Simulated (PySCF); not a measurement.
Species: acetyl fluoride, C2H3FO.
Atom-mapped SMILES: `[CH3:1][C:2](=[O:3])[F:4]` (hydrogens: H5, H6, H7 on C1)

The same species was optimised twice, with GFN2-xTB and with PBE0-D3(BJ)/def2-SVP (PySCF), and the same property calculations (PySCF, gas phase) were run on both structures.

```tsv
coordinate	GFN2-xTB	PBE0-D3(BJ)/def2-SVP	change
C2–F4 (Å)	1.369	1.344	-0.025
C1–H7 (Å)	1.089	1.101	+0.012
C1–H5 (Å)	1.089	1.099	+0.010
C1–H6 (Å)	1.085	1.095	+0.010
C1–C2 (Å)	1.485	1.492	+0.007
C2=O3 (Å)	1.178	1.182	+0.004
C1–C2–O3 (°)	130.8	128.6	-2.2
O3–C2–F4 (°)	119.0	120.6	+1.6
C2–C1–H5 (°)	109.1	110.1	+1.0
C1–C2–F4 (°)	110.2	110.8	+0.6
H5–C1–H7 (°)	107.7	107.2	-0.5
H6–C1–H7 (°)	110.2	109.7	-0.5
H5–C1–H6 (°)	110.4	110.8	+0.4
C2–C1–H7 (°)	109.2	109.0	-0.2
```

Rotational constants: A = 11113, B = 9708, C = 5353 MHz (GFN2-xTB) against A = 11125, B = 9759, C = 5373 MHz (PBE0-D3(BJ)/def2-SVP).

On the GFN2-xTB structure: HOMO (eV) -9.04 [PBE0/pcSseg-1]; LUMO (eV) -0.38 [PBE0/pcSseg-1]; dipole (D) 3.04 [PBE0/pcSseg-1]; GIAO shielding of C1 (ppm) 166.8 [PBE0/pcSseg-1]; GIAO shielding of C2 (ppm) 18.1 [PBE0/pcSseg-1]; GIAO shielding of O3 (ppm) -130.1 [PBE0/pcSseg-1]; GIAO shielding of F4 (ppm) 112.8 [PBE0/pcSseg-1].

What do these properties become on the PBE0-D3(BJ)/def2-SVP structure?

```json
{"property": "HOMO (eV)", "level": "PBE0/pcSseg-1", "on GFN2-xTB": "-9.04", "on PBE0-D3(BJ)/def2-SVP": "-8.96", "change": "+0.08"}
{"property": "LUMO (eV)", "level": "PBE0/pcSseg-1", "on GFN2-xTB": "-0.38", "on PBE0-D3(BJ)/def2-SVP": "-0.35", "change": "+0.03"}
{"property": "dipole (D)", "level": "PBE0/pcSseg-1", "on GFN2-xTB": "3.04", "on PBE0-D3(BJ)/def2-SVP": "2.96", "change": "-0.08"}
{"property": "energy, GFN2-xTB geometry as zero (kcal/mol)", "level": "PBE0/pcSseg-1", "on GFN2-xTB": "0.0", "on PBE0-D3(BJ)/def2-SVP": "-0.1", "change": "-0.1"}
{"property": "GIAO shielding of C1 (ppm)", "level": "PBE0/pcSseg-1", "on GFN2-xTB": "166.8", "on PBE0-D3(BJ)/def2-SVP": "164.6", "change": "-2.2"}
{"property": "GIAO shielding of C2 (ppm)", "level": "PBE0/pcSseg-1", "on GFN2-xTB": "18.1", "on PBE0-D3(BJ)/def2-SVP": "17.5", "change": "-0.6"}
{"property": "GIAO shielding of O3 (ppm)", "level": "PBE0/pcSseg-1", "on GFN2-xTB": "-130.1", "on PBE0-D3(BJ)/def2-SVP": "-132.9", "change": "-2.8"}
{"property": "GIAO shielding of F4 (ppm)", "level": "PBE0/pcSseg-1", "on GFN2-xTB": "112.8", "on PBE0-D3(BJ)/def2-SVP": "123.7", "change": "+10.9"}
```

The heavy atoms differ by 0.012 Å rms after alignment. Among all bonds C2–F4 changes most (-0.025 Å). Changes are differences of the printed values. Neither structure is proved a minimum here.
